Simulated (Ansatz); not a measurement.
**Cubic perovskite BaTiO3 (cubic high-temperature phase)**

All values below come from PBE in Ansatz (plane waves, PAW).

Settings: plane-wave cutoff 520 eV, 8×8×8 k mesh, Fermi–Dirac smearing 0.01 eV, no spin polarisation, scalar-relativistic PAW data made under PBE.

Cell: measured lattice: a = b = c = 4.001 Å, α = β = γ = 90.00°.

```
Quantity                                      Result
-------------------------------------------  -------
band gap                                     1.81 eV
smallest direct gap on the k points sampled  1.92 eV
```

Measured, for comparison: band gap 3.2 eV (temperature not stated, not corrected to a static lattice; as tabulated in Matsushita et al. (2011), arXiv:1104.2769).

Note: held by symmetry at 0 K, a high-temperature phase can be a saddle point; cell and atoms aren't relaxed at this level (pressure 2.3 GPa).

Spin–orbit coupling is not included.

Ansatz is an electronic-structure program.
